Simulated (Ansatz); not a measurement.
Diamond-structure Si: PBE at its full settings (plane-wave cutoff 520 eV, 12×12×12 k mesh, Fermi–Dirac smearing 0.01 eV, scalar-relativistic PAW data made under PBE) and at cheaper ones, in a cell of 2 atoms with Γ-centred meshes.

| level and setting | lattice parameter a (Å) | bulk modulus B0 (GPa) |
|---|---|---|
| PBE (Ansatz) | 5.470 | 88.7 |
| PBE (200 eV cutoff) (Ansatz) | 5.508 | 88.8 |
| PBE (250 eV cutoff) (Ansatz) | 5.474 | 88.3 |
| PBE (300 eV cutoff) (Ansatz) | 5.472 | 88.0 |
| PBE (2×2×2 k mesh) (Ansatz) | [?] | 80.3 |
| PBE (4×4×4 k mesh) (Ansatz) | 5.482 | 89.2 |
| PBE (6×6×6 k mesh) (Ansatz) | 5.471 | 89.1 |
| PBE (Fermi-Dirac smearing of 0.3 eV) (Ansatz) | 5.469 | 88.2 |

Task: Estimate the withheld entries.

Result: 
- PBE (2×2×2 k mesh) (Ansatz, a quantum-chemistry and plane-wave program), lattice parameter a (Å): 5.614

Largest shifts from the full settings: lattice constant a +2.63 % (PBE (2×2×2 k mesh)), against a difference of +0.90 % of the full result from the reference 5.421 Å (measured, static lattice: zero-point anharmonic expansion removed; as tabulated in Mejia-Rodriguez and Trickey (2018), arXiv:1807.09216); bulk modulus -9.5 % (PBE (2×2×2 k mesh)), against a difference of -12.2 % of the full result from the reference 101 GPa (measured, 0 K value with zero-point phonon effects removed; as tabulated in Sun et al. (2011), doi:10.1103/physrevb.84.035117).

The full settings aren't shown to be converged themselves.

Ansatz's density-functional and Hartree–Fock values are scalar-relativistic unless marked +SOC, with PAW data made under PBE.

Run with cheap settings on purpose, which may leave them unconverged: PBE (200 eV cutoff), PBE (250 eV cutoff), PBE (2×2×2 k mesh), PBE (300 eV cutoff), PBE (4×4×4 k mesh), PBE (6×6×6 k mesh), PBE (Fermi-Dirac smearing of 0.3 eV).
